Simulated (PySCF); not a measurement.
CH₃SH, optimised at B3LYP/6-31G*:

```xyz
6

C     -0.5050     0.0035     0.0059
S      1.1632     0.7543    -0.1450
H     -0.6485    -0.4576     0.9858
H     -1.2192     0.8230    -0.1036
H     -0.6870    -0.7277    -0.7852
H      1.8702    -0.3854     0.0135
```

Method: PySCF energies (xtb for GFN2) plus ideal-gas RRHO corrections (1 bar). 6-31G* has spherical d functions here. All species are closed-shell singlets. B3LYP is the form with VWN-RPA correlation.

**Question.** List the harmonic frequencies (cm⁻¹, unscaled) at this level and at the other levels, each on its own geometry.

**Answer.** 
- B3LYP/6-31G*: 248, 702, 806, 991, 1116, 1395, 1508, 1518, 2676, 3075, 3160, 3165
- GFN2-xTB: 234, 724, 780, 949, 1030, 1321, 1449, 1454, 2435, 3033, 3039, 3064
- HF/6-31G*: 261, 773, 872, 1080, 1219, 1521, 1624, 1636, 2906, 3235, 3323, 3323
- PBE/def2-SVP: 249, 696, 777, 931, 1056, 1290, 1398, 1412, 2611, 2980, 3081, 3095
- PBE0/def2-TZVP: 244, 731, 804, 972, 1099, 1354, 1467, 1481, 2713, 3068, 3158, 3160
